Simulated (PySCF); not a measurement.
C3H5FO.
SMILES with atom numbers: `[CH3:1][O:2]/[CH:3]=[CH:4]/[F:5]` (hydrogens: H6, H7, H8 on C1; H9 on C3; H10 on C4)

Method: PBE0-D3(BJ)/def2-SVP geometry optimisation, gas phase (PySCF); density fitting, grid level 1; the optimiser is geomeTRIC in internal coordinates, started from a GFN2-xTB structure with every atom displaced at random (about 0.01 Å).

Step 0: E = -7940.4496 eV
```
atom  x, y, z in Å  |  force x, y, z in eV/Å
C1     -0.8045   -0.3625    0.4550   -1.209   1.886  -0.168
O2     -0.0421    0.8223    0.4944    0.047  -0.498  -0.149
C3      1.0391    0.8598   -0.2973    0.594   0.962   0.462
C4      1.5299   -0.0674   -1.1174   -0.799  -0.781  -0.114
F5      2.6253    0.1372   -1.8360    0.395   0.250  -0.081
H6     -1.6545   -0.1694    1.1383    0.255  -0.346  -0.129
H7     -1.2124   -0.5075   -0.5569   -0.015  -0.216  -0.137
H8     -0.2393   -1.2107    0.7574    0.749  -1.189   0.449
H9      1.5907    1.8021   -0.1571   -0.091  -0.166  -0.187
H10     1.0648   -1.0409   -1.3161    0.074   0.099   0.054
```

Step 1: E = -7940.4931 eV
```
atom  x, y, z in Å  |  force x, y, z in eV/Å
C1     -0.8070   -0.3262    0.4323    0.283  -0.467   0.079
O2     -0.0153    0.8211    0.5246    0.063   0.108   0.149
C3      1.0794    0.8758   -0.2540   -0.617  -0.421  -0.437
C4      1.4776   -0.0759   -1.1111    0.590   0.402   0.350
F5      2.5901    0.1382   -1.8277   -0.096  -0.089  -0.096
H6     -1.6374   -0.2218    1.1370   -0.063   0.091   0.074
H7     -1.2112   -0.4587   -0.5864   -0.002   0.029  -0.077
H8     -0.2355   -1.2510    0.6969   -0.163   0.355  -0.071
H9      1.5857    1.8375   -0.2241    0.166   0.119   0.141
H10     1.0707   -1.0759   -1.2233   -0.162  -0.126  -0.112
```

Q: Estimate the geometry and energy of step 2. (The exact step hangs on the optimiser's Hessian estimate; all steps are aligned on step 1, rigid shifts and turns removed.)

A: E = -7940.4552 eV, largest force 1.188 eV/Å
```
atom  x, y, z in Å  |  force x, y, z in eV/Å
C1     -0.8417   -0.3273    0.4691   -0.044  -0.295  -0.033
O2     -0.0425    0.8167    0.5052    0.232  -0.342  -0.294
C3      1.0440    0.8335   -0.2861    0.739   0.925  -0.096
C4      1.5569   -0.0577   -1.1439   -0.651  -0.744   0.083
F5      2.6657    0.1592   -1.8638   -0.197   0.387   0.384
H6     -1.6733   -0.1655    1.1664   -0.017  -0.005  -0.032
H7     -1.2415   -0.5068   -0.5465   -0.021   0.000   0.024
H8     -0.2804   -1.2287    0.7867   -0.022   0.075  -0.029
H9      1.5731    1.7834   -0.1746    0.083   0.069  -0.029
H10     1.1367   -1.0438   -1.3484   -0.102  -0.071   0.021
```

The energy changes by +0.0379 eV. The first-order estimate −F·Δx gives -0.0910 eV and the mean of the old and new forces, exact on a quadratic surface, +0.0374 eV. The step makes an angle of 76° with the force vector and moves no atom by more than 0.145 Å. The energy falls at the start of this step and ends higher, so the step passed the lowest point of its straight line.

What follows is the cost of the whole optimisation. Time: 12 s of wall time; peak memory 0.39 GiB. Hardware: Intel Xeon 6975P-C, one thread, shared host.
